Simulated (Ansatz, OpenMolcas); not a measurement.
## PF3 (phosphorus trifluoride): methods side by side

PF3: 4 atoms, total charge 0, spin state singlet. SMILES: `FP(F)F`. The coordinates come from a PBE0-D4/def2-TZVP relaxation.

```xyz
4

F     0.8344   -0.6632    0.8745
P    -0.2975    0.3146    0.3923
F    -1.0619   -0.6965   -0.5369
F     0.5250    1.0452   -0.7300
```

Quantity: the energy change with the P2–F3 bond stretched from 1.572 to 3.143 Å, in eV. The values are calculated.

| level | kind | program | value (eV) | less FCI/STO-3G |
| --- | --- | --- | --- | --- |
| HF/STO-3G (restricted) | Hartree–Fock | OpenMolcas | 8.40 | +5.74 |
| PBE/STO-3G (unrestricted) | GGA | OpenMolcas | 3.82 | +1.16 |
| BHLYP/STO-3G (restricted) | global hybrid | Ansatz | 6.54 | +3.88 |
| CAM-B3LYP/STO-3G (restricted) | range-separated hybrid | Ansatz | 6.00 | +3.34 |
| wB97X/STO-3G (restricted) | range-separated hybrid | Ansatz | 6.13 | +3.47 |
| MP2/STO-3G (restricted) | perturbation theory | OpenMolcas | 3.92 | +1.26 |
| CASPT2(2,2)/STO-3G | multireference | OpenMolcas | 2.63 | -0.03 |
| SC-NEVPT2(2,2)/STO-3G | multireference | OpenMolcas | 2.66 | 0.00 |
| CCSDT/STO-3G (restricted) | coupled cluster or CI | Ansatz | 2.70 | +0.04 |
| FCI/STO-3G | exact in the basis | Ansatz | 2.66 | 0.00 |

FCI/STO-3G is exact within its basis and frozen core, so for wave-function methods in that basis the difference is their error; functionals converge differently with the basis, so for them it is only a difference. Spin-restricted single references rise too steeply as a bond breaks, Hartree–Fock most of all. Perturbation and coupled-cluster corrections on them can overshoot downwards. The first shape isn't each level's own minimum. The values span 2.63 to 8.40 eV. Spin contamination of the reference (⟨S²⟩ at least 0.1 too high) touches PBE/STO-3G. All rows use very small basis sets, so even the best lies far from the true value.
